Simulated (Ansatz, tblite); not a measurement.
**(AgF)2 ring (Ag₂F₂): one state, many levels**

An exercise on one series of results from a longer session: the logs are not shown, and one member is left open.

Method: as each input shows; program: Ansatz 0.2.0, Gaussian basis.

Levels to be run: GFN1-xTB, GFN2-xTB, PBE-D4/def2-TZVP, r2SCAN-D4/def2-TZVP, r2SCANh-D4/def2-TZVP, ωB97M-V/def2-TZVP, LC-ωPBE/def2-TZVP, HSE06-D4/def2-TZVP, B3LYP-D4/def2-TZVP, PBE-QIDH/def2-TZVP, ωB97X-V/def2-TZVP, PBE-D4/def2-SVP, PBE0-D4/def2-SVP, PBE0-D4/def2-TZVPD, PBE-D4/def2-TZVPD, r2SCAN-D4/def2-TZVPD, CCSD(T)/def2-TZVPP, MP2/def2-TZVP, RPA/def2-TZVP.

1 further run of the same task is left out (set aside as unsound or not needed). Runs told in other sessions of the task aren't counted.

## The structure

The geometry is that of the singlet, from an earlier relaxation (r2SCAN-D4/def2-TZVP).

4 atoms, charge 0, spin multiplicity 1.

Bond lengths: Ag1–F2 2.196 Å, Ag1–F4 2.197 Å, F2–Ag3 2.196 Å, Ag3–F4 2.195 Å. Angles: F2–Ag1–F4 97.4°, Ag1–F2–Ag3 82.6°, F2–Ag3–F4 97.4°, Ag1–F4–Ag3 82.6°.

Ag takes a core potential in the def2 sets. No spin-orbit coupling is included.

PBE0-D4/def2-TZVP was run before; its log isn't repeated, and its numbers join the tables.

Set-up of the first run:

Tight binding, by tblite at 300 K electronic temperature and without a spin-polarisation term:

```python
tblite.interface.Calculator('GFN1-xTB', numbers, positions, charge=0, uhf=0).singlepoint()
```

Tight binding, by tblite at 300 K electronic temperature and without a spin-polarisation term:

```python
tblite.interface.Calculator('GFN2-xTB', numbers, positions, charge=0, uhf=0).singlepoint()
```

start.molden holds the orbitals of an earlier run on this state, given as this run's starting guess.

Contents of in.yaml:

```yaml
crystal:
  periodic: [false, false, false]
  atoms:
    - {symbol: Ag, position_ang: [-1.051493, -0.121826, 0.990949]}
    - {symbol: F, position_ang: [0.562096, 1.349529, 0.763465]}
    - {symbol: Ag, position_ang: [1.053190, 0.119921, -0.989063]}
    - {symbol: F, position_ang: [-0.563793, -1.347624, -0.765350]}
basis:
  gaussian: {orbitals: def2-TZVP, initial_orbitals: start.molden}
hamiltonian: {xc: pbe, dispersion: d4}
scf: {omitted_lower_state_checks: [starts]}
output: {orbitals: {seedname: orbitals}}
```

Started as:

```sh
ansatz run in.yaml --threads 4 --pin off --events-out ev --progress --plain --max-ram 3916MiB
```

Steps of the session up to this table: PBE-D4/def2-TZVP; r2SCAN-D4/def2-TZVP; r2SCANh-D4/def2-TZVP; ωB97M-V/def2-TZVP; LC-ωPBE/def2-TZVP; HSE06-D4/def2-TZVP; B3LYP-D4/def2-TZVP; PBE-QIDH/def2-TZVP; ωB97X-V/def2-TZVP; PBE-D4/def2-SVP; PBE0-D4/def2-SVP; PBE0-D4/def2-TZVPD; PBE-D4/def2-TZVPD; r2SCAN-D4/def2-TZVPD; CCSD(T)/def2-TZVPP; MP2/def2-TZVP; RPA/def2-TZVP.

One of the session's tables, all rows but one given; the rest of the session is left out.

It belongs to the step «Levels side by side». 

| level | HOMO (eV) | LUMO (eV) | gap (eV) |
| --- | --- | --- | --- |
| PBE-D4/def2-SVP | -5.62 | -3.57 | 2.06 |
| PBE-D4/def2-TZVP | -5.87 | -3.72 | 2.15 |
| PBE-D4/def2-TZVPD | -5.92 | -3.75 | 2.18 |
| r2SCAN-D4/def2-TZVP | -6.03 | -3.40 | 2.63 |
| r2SCAN-D4/def2-TZVPD | -6.06 | -3.41 | 2.65 |
| r2SCANh-D4/def2-TZVP | -6.64 | -3.03 | 3.60 |
| B3LYP-D4/def2-TZVP | -7.22 | -3.13 | 4.08 |
| PBE0-D4/def2-SVP | -7.14 | -2.57 | 4.57 |
| PBE0-D4/def2-TZVP | -7.39 | -2.69 | 4.70 |
| PBE0-D4/def2-TZVPD | ? | ? | ? |
| HSE06-D4/def2-TZVP | -6.98 | -3.06 | 3.92 |
| LC-ωPBE/def2-TZVP | -10.05 | -0.47 | 9.58 |
| ωB97X-V/def2-TZVP | -9.80 | -0.66 | 9.13 |
| ωB97M-V/def2-TZVP | -9.82 | -0.94 | 8.88 |

Estimate the missing values for PBE0-D4/def2-TZVPD.

As computed: HOMO (eV): -7.44; LUMO (eV): -2.71; gap (eV): 4.73. In the column «HOMO (eV)» it lies between ωB97X-V/def2-TZVP (-9.80) and PBE0-D4/def2-TZVP (-7.39).
